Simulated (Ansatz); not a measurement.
Basis-set extrapolation for C3H3F3, SMILES `C=C(F)C(F)F` (PBE0-D4/def2-TZVP geometry, frozen core, the Gaussian-basis code of Ansatz). Multiplicity 1, RHF reference.

```tsv
	def2-TZVPP	def2-QZVPP
HF	-413.812847	-413.830839
MP2 correlation	-1.218947	-1.322846
CCSD(T) correlation	-1.284479	not run
```

Energies in hartree. Use E(X) = E(∞) + A·exp(−7.88·√X) for Hartree–Fock and E(X) = E(∞) + B·X^(−2.97) for correlation, with X = 3 and 4, and add CCSD(T) minus MP2 of the smaller set to the MP2 limit.

Q: What is the CCSD(T) energy at the basis-set limit?

A: HF limit: -413.830839 + (-0.017992) × 0.13774 = -413.83332. MP2 limit: -1.322846 + (-0.103899) × 0.74074 = -1.39981. Higher-order term: -1.284479 − (-1.218947) = -0.06553. Total: -415.29866 hartree, 5.48 eV below CCSD(T)/def2-TZVPP.
